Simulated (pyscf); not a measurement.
Cl–SiH₂–SeH → H₂Si=Se + HCl (elimination; singlet surface; H–Se, Cl–Si broken, Cl–H formed). Single points on ωB97X-D3(BJ)/def2-SVP structures (PySCF, gas phase). Correlated levels are frozen-core, on RHF or UHF. ΔMP2 is the change of the MP2 total energy from the triple- to the quadruple-zeta basis. Energies in eV from the reactant's lowest minimum found.

```
level                             barrier  reaction energy
--------------------------------  -------  ---------------
ωB97X-D3(BJ)/def2-TZVP               2.10            +2.25
PBE/def2-TZVP                        1.75            +1.94
B3LYP-D3(BJ)/def2-TZVP               1.94            +2.01
ωB97M-D3(BJ)/def2-TZVP               2.01            +2.08
HF/def2-TZVP                         2.45            +2.00
MP2/def2-QZVPP                       1.95            +2.07
CCSD(T)/def2-TZVPP + ΔMP2(QZVPP)     2.02            +2.00
```

On the product side the descent ends in a complex, 0.28 eV under the separated species and 0.13 eV under the saddle at ωB97X-D3(BJ)/def2-TZVP. At ωB97X-D3(BJ)/def2-TZVP, PBE, B3LYP-D3(BJ), ωB97M-D3(BJ)/def2-TZVP, MP2 the saddle lies under the separated products, which points to a path from their complex (located at ωB97X-D3(BJ) alone), and parting the products costs more than the saddle. One saddle was located; it need not be the lowest between these sides. The CCSD(T) − MP2 part came from Ansatz, without density fitting, on the same reference. The frozen core leaves the outer d or s,p core shells of the metals and heavy elements correlated in the MP2 and CC values, and def2-TZVPP describes them poorly, which can shift differences by a few kcal/mol. Elements up to Kr have no core potential and no relativistic terms here.
